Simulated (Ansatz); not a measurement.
Method: frozen-core CCSD(T)/cc-pVTZ // ωB97X-D3(BJ)/def2-TZVP run with Ansatz (a first-principles code).

Ansatz 0.2 input:
```yaml
crystal:
  periodic: [false, false, false]
  atoms:
    - { symbol: Cl, position_ang: [-0.928862, -1.469413, 0.000916] }
    - { symbol: B, position_ang: [-0.000837, 0.000421, 0.000015] }
    - { symbol: Cl, position_ang: [-0.810139, 1.538847, 0.001285] }
    - { symbol: Cl, position_ang: [1.736136, -0.068118, -0.00216] }
basis:
  gaussian: { orbitals: cc-pVTZ }
correlation:
  method: ccsd_t
```

Output:

```
Functional definition: HF
796 factors; integrals over basis functions are off by at most 5.5e-4 eV
mean field evaluation 1: about -38186.0014 eV, gradient 1.9e1 eV
mean field evaluation 2: about -38186.3939 eV, gradient 2.1e1 eV
mean field evaluation 4: about -38187.7463 eV, gradient 2.2e0 eV
mean field evaluation 8: about -38187.7871 eV, gradient 9.4e-2 eV
mean field evaluation 16: about -38186.8619 eV, gradient 1.1e1 eV
mean field -38187.78719266 eV, -1403.3752947186 hartree, gradient 8.5e-6 eV, S^2 0.000000; 0 other end points of the search recorded, 0 dependent functions left out
16 core orbitals not correlated
reference -38187.78719266 eV, -1403.3752947186 hartree; 12, 12 occupied and 104, 104 virtual orbitals, 796 factors
second order -17.91896830 eV of doubles, -0.00000000 eV of singles
cycle   1  -18.64537630 eV  change   -7.3e-1 eV  update   8.6e-2
cycle   2  -19.01772839 eV  change   -3.7e-1 eV  update   2.4e-2
cycle   3  -19.10011662 eV  change   -8.2e-2 eV  update   1.3e-2
cycle   4  -19.09038050 eV  change    9.7e-3 eV  update   3.5e-3
cycle   5  -19.08933575 eV  change    1.0e-3 eV  update   1.3e-3
cycle   6  -19.08922729 eV  change    1.1e-4 eV  update   2.9e-4
cycle   7  -19.08919589 eV  change    3.1e-5 eV  update   7.7e-5
cycle   8  -19.08922992 eV  change   -3.4e-5 eV  update   1.8e-5
cycle   9  -19.08923117 eV  change   -1.3e-6 eV  update   4.7e-6
perturbative correction -0.86335059 eV, -0.0317275492 hartree
Total energy: -38207.73977443 eV, -1404.1085385743 hartree
```

Cost: about 10 core-seconds (a rough figure).
